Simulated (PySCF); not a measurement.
Molecular orbitals of ClF⁺

PBE at R = 1.528 Å; PySCF, no relativity, basis sets Cl def2-TZVPPD, F def2-TZVPPD. State: ²Π (doublet), unpaired electrons π ↑. Only the outer orbitals are listed, counted within each symmetry.

```json
{"spin": "α", "orbital": "5σ", "occ.": "1", "ε (eV)": "-42.53", "on Cl (%)": "21", "main shells (%)": "76 F s, 13 Cl s"}
{"spin": "α", "orbital": "6σ", "occ.": "1", "ε (eV)": "-31.18", "on Cl (%)": "79", "main shells (%)": "79 Cl s, 14 F s"}
{"spin": "α", "orbital": "7σ", "occ.": "1", "ε (eV)": "-23.90", "on Cl (%)": "43", "main shells (%)": "51 F p, 33 Cl p, 9 Cl s"}
{"spin": "α", "orbital": "2π", "occ.": "1", "ε (eV)": "-22.81", "on Cl (%)": "32", "main shells (%)": "67 F p, 30 Cl p"}
{"spin": "α", "orbital": "2π", "occ.": "1", "ε (eV)": "-21.98", "on Cl (%)": "27", "main shells (%)": "72 F p, 25 Cl p"}
{"spin": "α", "orbital": "3π", "occ.": "1", "ε (eV)": "-18.47", "on Cl (%)": "70", "main shells (%)": "70 Cl p, 30 F p"}
{"spin": "α", "orbital": "3π", "occ.": "1", "ε (eV)": "-17.31", "on Cl (%)": "75", "main shells (%)": "74 Cl p, 25 F p"}
{"spin": "α", "orbital": "8σ", "occ.": "0", "ε (eV)": "-13.15", "on Cl (%)": "78", "main shells (%)": "64 Cl p, 24 F p, 11 Cl d"}
{"spin": "β", "orbital": "5σ", "occ.": "1", "ε (eV)": "-42.13", "on Cl (%)": "21", "main shells (%)": "75 F s, 12 Cl s"}
{"spin": "β", "orbital": "6σ", "occ.": "1", "ε (eV)": "-30.36", "on Cl (%)": "76", "main shells (%)": "77 Cl s, 15 F s, 9 F p"}
{"spin": "β", "orbital": "7σ", "occ.": "1", "ε (eV)": "-23.52", "on Cl (%)": "45", "main shells (%)": "50 F p, 33 Cl p, 11 Cl s"}
{"spin": "β", "orbital": "2π", "occ.": "1", "ε (eV)": "-21.78", "on Cl (%)": "26", "main shells (%)": "73 F p, 24 Cl p"}
{"spin": "β", "orbital": "2π", "occ.": "1", "ε (eV)": "-21.74", "on Cl (%)": "25", "main shells (%)": "74 F p, 23 Cl p"}
{"spin": "β", "orbital": "3π", "occ.": "1", "ε (eV)": "-17.00", "on Cl (%)": "76", "main shells (%)": "75 Cl p, 24 F p"}
{"spin": "β", "orbital": "3π", "occ.": "0", "ε (eV)": "-16.77", "on Cl (%)": "76", "main shells (%)": "76 Cl p, 24 F p"}
{"spin": "β", "orbital": "8σ", "occ.": "0", "ε (eV)": "-12.73", "on Cl (%)": "77", "main shells (%)": "63 Cl p, 24 F p, 10 Cl d"}
```

**Question.** Which are the highest filled and the lowest empty level, where do they sit, and how wide is the gap?

**Answer.** Highest filled β 3π at -17.00 eV (in %: 75 Cl p, 24 F p); lowest empty β 3π at -16.77 eV (in %: 76 Cl p, 24 F p); the gap at PBE is 0.23 eV. Both belong to one degenerate shell, split only by its one-sided filling, so this is no excitation gap.

* bond order (Mayer): 1.40
* ⟨S²⟩: 0.752
* charge on Cl (Mulliken, basis-dependent): 0.83
* charge on Cl (Löwdin, basis-dependent): 1.27
* dipole moment (positive dipole points towards F; it is taken about the centre of mass and depends on that origin): -1.48 D
* polarisability along the bond: 18.4 bohr³
* polarisability across the bond: 10.9 bohr³

The state is the lowest determinant that a PBE0 search found; another state may lie lower at other levels.
